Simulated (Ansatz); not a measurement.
# HNO3 (peroxynitrous acid): HF/STO-3G

Aim: the energy change on altering one bond length of HNO3 (peroxynitrous acid) at HF/STO-3G, from 2 runs. 

The results are computed with Ansatz 0.2.0.

51 further runs of the same task are left out: 51 set aside as unsound or not needed.

### Step 1. The molecule

HNO3: 5 atoms, total charge 0, spin state singlet. SMILES: `O=NOO`. The shape is that of a PBE0-D4/def2-TZVP optimisation. This is one conformer, not always the lowest.

Bond lengths: O1–N2 1.180 Å, N2–O3 1.353 Å, O3–O4 1.401 Å, O4–H5 0.984 Å. Angles: O1–N2–O3 114.6°, N2–O3–O4 114.1°, O3–O4–H5 101.0°.

### Step 2. A single-point energy at HF/STO-3G

File in.yaml:

```yaml
basis:
  gaussian:
    orbitals: STO-3G
crystal:
  periodic: [false, false, false]
  atoms:
    - symbol: O
      position_ang: [0.136350, -0.835310, 0.979060]
    - symbol: N
      position_ang: [-0.871770, -0.628300, 0.400790]
    - symbol: O
      position_ang: [-0.775090, 0.288530, -0.589000]
    - symbol: O
      position_ang: [0.508600, 0.826880, -0.747550]
    - symbol: H
      position_ang: [1.001920, 0.348200, -0.043280]
accuracy: high
output: {orbitals: {seedname: orbitals}}
hamiltonian:
  xc: hf
```

Command:

```bash
ansatz run in.yaml --threads 1 --pin off --max-ram 3480MiB --events-out events.jsonl --progress --plain --runs-dir runs
```

Standard output:

```text
Warning: RAYON_NUM_THREADS=1 ignored (pool sized by the plan → 1); use --threads N
Functional definition: HF
  name "HF"
  exchange = exact_x
  correlation = 0
396 factors; integrals over basis functions are off by at most 3.6e-8 eV
mean field evaluation 1: about -7499.4595 eV, gradient 2.7e1 eV
mean field evaluation 2: about -7499.7292 eV, gradient 2.7e1 eV
mean field evaluation 4: about -7502.1163 eV, gradient 2.8e0 eV
mean field evaluation 8: about -7502.2099 eV, gradient 2.4e-1 eV
mean field -7502.21026534 eV, -275.7011420705 hartree, gradient 2.3e-8 eV, S^2 0.000000; 0 other end points of the search recorded, 0 dependent functions left out
reference -7502.21026534 eV, -275.7011420705 hartree; 16, 16 occupied and 5, 5 virtual orbitals, 396 factors
Total energy: -7502.21026534 eV, -275.7011420705 hartree
```

It took 0.12 s on 1 thread of Arm Neoverse V2, shared host.

### Step 3. The distorted shape

File molecule.yaml:

```yaml
crystal:
  periodic: [false, false, false]
  atoms:
    - {symbol: O, position_ang: [-0.505486, -1.104481, 1.058334]}
    - {symbol: "N", position_ang: [-1.513606, -0.897471, 0.480064]}
    - {symbol: O, position_ang: [-1.416926, 0.019359, -0.509726]}
    - {symbol: O, position_ang: [0.508600, 0.826880, -0.747550]}
    - {symbol: H, position_ang: [1.001920, 0.348200, -0.043280]}
basis:
  gaussian: {orbitals: STO-3G}
hamiltonian: {xc: hf}
accuracy: high
output: {orbitals: {seedname: orbitals}}
```

Command:

```bash
ansatz run molecule.yaml --threads 1 --pin off --max-ram 3480MiB --events-out events.jsonl --progress --plain --runs-dir runs
```

Standard output:

```text
Warning: RAYON_NUM_THREADS=1 ignored (pool sized by the plan → 1); use --threads N
[... 4 set-up lines as earlier in the session ...]
387 factors; integrals over basis functions are off by at most 3.6e-8 eV
mean field evaluation 1: about -7482.7332 eV, gradient 5.6e1 eV
mean field evaluation 2: about -7482.8887 eV, gradient 5.6e1 eV
mean field evaluation 4: about -7488.1508 eV, gradient 3.1e1 eV
mean field evaluation 8: about -7496.9826 eV, gradient 2.4e0 eV
mean field evaluation 16: about -7497.0319 eV, gradient 5.9e-8 eV
mean field evaluation 32: about -7490.3979 eV, gradient 6.5e0 eV
mean field -7497.03193098 eV, -275.5108417928 hartree, gradient 1.8e-8 eV, S^2 0.000000; 0 other end points of the search recorded, 0 dependent functions left out
reference -7497.03193098 eV, -275.5108417928 hartree; 16, 16 occupied and 5, 5 virtual orbitals, 387 factors
Total energy: -7497.03193098 eV, -275.5108417928 hartree
```

Run time: 0.14 s. Hardware: 1 thread of Arm Neoverse V2, shared host.

### Step 4. Summary of results

At HF/STO-3G:

| quantity | value |
| --- | --- |
| first shape: total energy | -275.70114 Eh |
| first shape: HOMO energy | -10.19 eV |
| first shape: LUMO energy | 5.42 eV |
| first shape: HOMO–LUMO gap | 15.61 eV |
| distorted shape: total energy | -275.51084 Eh |
| distorted shape: HOMO energy | -8.13 eV |
| distorted shape: LUMO energy | 2.14 eV |
| distorted shape: HOMO–LUMO gap | 10.27 eV |
| energy change with the O3–O4 bond stretched from 1.401 to 2.101 Å | 5.178 eV |

In words: One bond (distorted shape) is far stretched, which a spin-restricted single reference describes badly; a broken-symmetry solution may lie lower. With the O3–O4 bond stretched from 1.401 to 2.101 Å the energy rises by 5.18 eV (119 kcal/mol). The first shape isn't relaxed at this level, so the change isn't measured from a minimum. A restricted reference can't describe the breaking bond well at this length. The minimal basis adds a large error of its own.
